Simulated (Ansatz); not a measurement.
Frontier orbitals of CH₃BO (`B1CO1`).

```xyz
6

B     0.196   -0.321    0.783
C    -0.115    0.073   -0.641
O    -0.140    0.946    0.579
H     0.499   -1.003    1.702
H    -1.100   -0.059   -1.079
H     0.659    0.363   -1.345
```

Total charge 0; spin multiplicity 1. The structure was optimised at the PBE0-D4/def2-TZVP level. Basis def2-TZVPP, Ansatz 0.2.0.

```csv
functional,HOMO (eV),LUMO (eV),gap (eV)
PBE,-6.92,-1.44,5.48
revPBE,-6.86,-1.34,5.52
r2SCAN,-7.16,-1.02,6.14
B97M-V,-7.23,-1.09,6.14
PBE0,-8.29,-0.42,7.87
B3LYP,-8.08,-0.68,7.40
r2SCANh,-7.67,-0.67,7.00
HSE06 (plane-wave form),-7.88,-0.80,7.08
BHLYP,-9.57,0.55,10.12
ωB97M-V,-10.63,1.48,12.11
HF,-11.52,2.76,14.28
```

What is the vertical ionisation energy at frozen-core CCSD(T)/CBS(def2)? (Estimate.)

Computed: 11.14 eV (T1 of the cation 0.026).

Against PBE, PBE0 changes HOMO and LUMO by −1.37 and +1.02 eV, ωB97M-V by −3.70 and +2.92 eV. A gap of 5.49 eV thus becomes 12.11 eV for the same molecule, so an orbital gap means little without its functional. A positive LUMO is unbound and depends on the basis. −ε(HOMO) differs from that ionisation energy by −4.22 eV with PBE and −0.52 eV with ωB97M-V.

B3LYP here is the variant with VWN-RPA as its local correlation; programs differ in this.
